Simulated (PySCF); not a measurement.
**One molecule, many functionals**

CH₄.
Z-matrix (Å and degrees, PBE0-D3(BJ)/def2-SVP geometry), rows numbered from 1:
```
C 
H   1  1.0981
H   1  1.0981  2  109.47
H   1  1.0981  2  109.48  3   120.01
H   1  1.0981  2  109.47  3  -120.00
```

Linear-response calculations in the def2-SVPD basis (PySCF; singlets by full response, triplets Tamm–Dancoff, core orbitals frozen in the response; HF means time-dependent Hartree–Fock). 'Strongest' is the level of largest summed f among the singlets computed (10 roots, of which the last may lack a degenerate partner); it can jump between rows when another state enters that window. S1 is the lowest singlet of each run and needn't be the same state throughout; f(S1) is that of one state. Isolated species at its PBE0-D3(BJ)/def2-SVP geometry, gas phase.

```tsv
functional	kind	S1 (eV)	f(S1)	strongest (eV)	T1 (eV)	HOMO (eV)	gap (eV)	ionisation energy, ΔSCF (eV)
LDA	LDA	9.90	0.126	9.90	9.58	-9.41	9.78	14.17
PBE	GGA	9.88	0.116	9.88	9.47	-9.40	9.73	13.91
B3LYP	global hybrid, 20% exact exchange	10.26	0.129	10.26	9.85	-10.72	11.35	14.12
PBE0	global hybrid, 25% exact exchange	10.51	0.137	12.94	10.00	-10.95	11.92	14.14
BHandHLYP	global hybrid, 50% exact exchange	10.86	0.152	10.86	10.31	-12.43	13.79	14.13
CAM-B3LYP	range-separated hybrid	10.48	0.138	10.48	10.01	-12.46	13.99	14.23
wB97X-D	range-separated hybrid	10.71	0.157	10.71	10.39	-12.92	15.50	14.21
LC-wPBE	range-separated hybrid	11.01	0.159	11.01	10.40	-13.93	16.52	14.26
HF	Hartree–Fock	11.58	0.206	11.58	10.58	-14.79	17.56	not settled
```

S1 runs from 9.88 eV (PBE) to 11.58 eV (HF), a spread of 1.71 eV, while the orbital gap spreads over 7.8 eV. Along PBE (0%), B3LYP (20%), PBE0 (25%), BHandHLYP (50%), HF (100%) S1 rises with the share of exact exchange. −ε(HOMO) comes closest to its own ΔSCF ionisation energy with LC-wPBE (-0.32 eV) and misses most with LDA (-4.76 eV). 'Not settled' means that the ion's SCF failed to converge or may have ended in another state than the lowest.
